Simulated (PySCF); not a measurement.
Molecule: `InChI=1S/BFH2O/c2-1-3/h1,3H`.

Mapped SMILES: `[OH:1][BH:2][F:3]`. Hydrogens are named by the atom that carries them.

Spin–spin couplings on one PBE0-D3(BJ)/def2-SVP geometry, PySCF 2.14.0 with density-fitted response routines, gas phase, non-relativistic, equivalent pairs averaged; isotopes ¹¹B, ¹⁹F, ¹H, ¹⁷O; functional B3LYP.

Question: How do the couplings (Hz) change with the basis set? Times are CPU seconds on shared hosts with different chips, so compare them loosely. Far from the basis limit: pcJ-0, 6-31G*, def2-TZVP, cc-pVTZ.

Answer: 
```
    basis set  functions  ¹J(B2,F3)  ¹J(B2,H(B2))  ¹J(O1,H(O1))  ²J(F3,H(B2))  ²J(O1,F3)  ²J(O1,H(B2))  ³J(F3,H(O1))  core-s
        pcJ-0         45     -207.5         165.3         -52.7          73.2      -25.9          -2.9          26.5     1.2
       6-31G*         46      -32.8         191.6         -80.1          79.4      -23.6          -5.0          20.6     1.4
        pcJ-1        101     -124.8         185.1         -86.0         102.0      -21.8          -6.2          30.0     5.5
    def2-TZVP        105     -124.9         180.6         -76.9          96.0      -18.4          -5.7          26.8       3
      cc-pVTZ        118     -141.0         174.6         -64.2          85.5      -15.4          -4.0          29.0     3.6
aug-cc-pVTZ-J        178     -112.5         190.1         -88.8         107.7      -20.8          -6.6          31.1     5.9
        pcJ-2        201     -112.7         187.2         -88.0         105.9      -19.6          -6.5          30.6     7.1
```

The Fermi-contact term samples the wavefunction at the nucleus, which is why sets with added tight s functions (names with J) are made for couplings.
